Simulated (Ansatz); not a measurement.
Molecule: PH2, net charge 0, doublet state. SMILES: [PH2]
Coordinates optimised at B3LYP-D3(BJ)/def2-TZVP (Ansatz, a program for electronic structure):
```
P
H 1 1.4234
H 1 1.4234 2 91.73
```
Charge 0, spin multiplicity 2.

Property: vertical electron affinity (to the singlet state of charge -1; a negative value means that the extra electron is unbound and the number depends on the basis; each state is the SCF solution reached for its spin), in eV. Valence correlation only, unless marked. UHF or UKS for open shells. No spin-orbit coupling. No relativistic terms. Anions need diffuse functions: aug- sets have them; def2-D sets add few. Basis-set limits of correlation are two-point, X^-3; Hartree-Fock from the larger set.

```json
[
 {"level": "HF/def2-TZVPPD", "program": "Ansatz", "vertical electron affinity (eV)": "-0.14"},
 {"level": "HF/aug-cc-pV(Q+d)Z", "program": "Ansatz", "vertical electron affinity (eV)": "0.05"},
 {"level": "PBE/def2-TZVPD", "program": "Ansatz", "vertical electron affinity (eV)": "0.98"},
 {"level": "r2SCAN/def2-TZVPD", "program": "Ansatz", "vertical electron affinity (eV)": "0.92"},
 {"level": "BHLYP/def2-TZVPD", "program": "Ansatz", "vertical electron affinity (eV)": "0.81"},
 {"level": "CAM-B3LYP/def2-TZVPD", "program": "Ansatz", "vertical electron affinity (eV)": "0.99"},
 {"level": "wB97M-V/def2-TZVPD", "program": "Ansatz", "vertical electron affinity (eV)": "1.03"}
]
```

Task: Estimate the value at CCSD(T)/CBS(aug-cc-pV(T+d)Z,aug-cc-pV(Q+d)Z) as computed with Ansatz.

Result: 1.26 eV, so wB97M-V/def2-TZVPD differs from it by -0.23 eV.
